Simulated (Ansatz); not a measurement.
Input file for Ansatz (an electronic-structure program): R-B3LYP-D3(BJ)/def2-TZVP on methanol (SMILES CO).

Ansatz 0.2 input:
```yaml
crystal:
  periodic: [false, false, false]
  atoms:
    - {symbol: C, position_ang: [-0.36276310, 0.01246237, 0.00407586]}
    - {symbol: O, position_ang: [0.88898224, -0.44604012, -0.40744940]}
    - {symbol: H, position_ang: [-0.51019569, -0.05329354, 1.07893380]}
    - {symbol: H, position_ang: [-1.09661425, -0.62210474, -0.48939339]}
    - {symbol: H, position_ang: [-0.54043757, 1.01558596, -0.28087755]}
    - {symbol: H, position_ang: [1.60165910, 0.07547356, 0.03817153]}
basis:
  gaussian:
    orbitals: def2-TZVP
hamiltonian:
  xc: b3lyp
  dispersion: d3bj
relax: {f_tol: 0.003, max_steps: 120}
```

Task: What total energy does the run end on?

Result: -115.7788 hartree.

Task: How many basis functions does it have, and what does it roughly cost on one machine?

Result: 86 functions; roughly 8 core-seconds.
